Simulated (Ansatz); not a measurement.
Saddle point of C2H4N, doublet (C₂H₂ (C#C) + NH₂ → C₂H₄N ([CH][CH][NH2]); bonds formed: C1–N3), PBE0-D4/def2-TZVP structure:

C1  (-0.040, -0.855, 0.425)
C2  (1.032, -0.414, 0.788)
N3  (-0.979, 0.594, -0.849)
H4  (-0.869, -1.515, 0.310)
H5  (1.942, 0.084, 1.033)
H6  (-0.892, 1.390, -0.212)
H7  (-0.193, 0.716, -1.494)
(Å)

Energies are electronic, without zero-point energy. Barriers and step energies count from the start structure reached by relaxing down the imaginary mode; all methods use the PBE0-D4 structures, on which another method's saddle can fall below an end. Ansatz 0.2.0; basis: def2-TZVPP, with def2-QZVPP for the basis limit; cores frozen in the correlated methods; orbitals are unrestricted. B3LYP uses VWN-RPA correlation. Extrapolation: Hartree–Fock as exp(−7.88 √X), correlation as X^−2.97.

| method | barrier (eV) | step energy (eV) |
| --- | --- | --- |
| SPW92 | -0.249 | -1.963 |
| PBE-D4 | ? | -1.453 |
| BLYP-D4 | ? | -1.148 |
| r2SCAN-D4 | 0.118 | -1.395 |
| B97M-V | 0.201 | -1.250 |
| PBE0-D4 | 0.192 | -1.441 |
| B3LYP-D4 | 0.206 | -1.183 |
| r2SCAN0-D4 | ? | -1.391 |
| BHLYP-D4 | 0.380 | -1.148 |
| CAM-B3LYP-D4 | 0.280 | -1.234 |
| wB97X-V | 0.290 | -1.252 |
| wB97M-V | 0.288 | -1.168 |
| B2PLYP | 0.322 | -1.058 |
| PBE-QIDH | 0.354 | -1.285 |
| RPA on PBE | 0.385 | -0.921 |
| HF | 0.682 | -0.850 |
| MP2 | 0.682 | -0.865 |
| CCSD | 0.413 | -0.997 |
| CCSD(T) | 0.349 | -1.010 |

Q: Fill in the withheld barriers. (Judge from chemistry; the value comes from the calculation.)

A: Computed: BLYP-D4 0.063; r2SCAN0-D4 0.236; PBE-D4 0.010 eV. Each is the energy of the saddle less that of the start structure, by the same method.

For comparison, the barrier by CCSD(T) at an estimated basis limit (MP2 extrapolated from triple and quadruple zeta, plus CCSD(T) − MP2 in triple zeta) is 0.333 eV.

No T1 diagnostic of these runs exceeds 0.035. ⟨S²⟩ of the unrestricted Hartree–Fock references: 0.76 to 0.96 (a pure state has 0.75). The unrestricted reference is spin-contaminated, which hurts MP2 most.

Labels in which every atom is bracketed show which atoms are joined, not bond orders.

For scale, one of the runs: CCSD(T)/def2-TZVPP, 149 basis functions, launched by `ansatz run in.yaml --threads 2 --pin off --events-out ev --progress --plain --max-ram 4352MiB`. The run took 57 s on 2 CPU threads of an Arm Neoverse V1 (shared host), with 2.3 GiB of host memory at its peak.
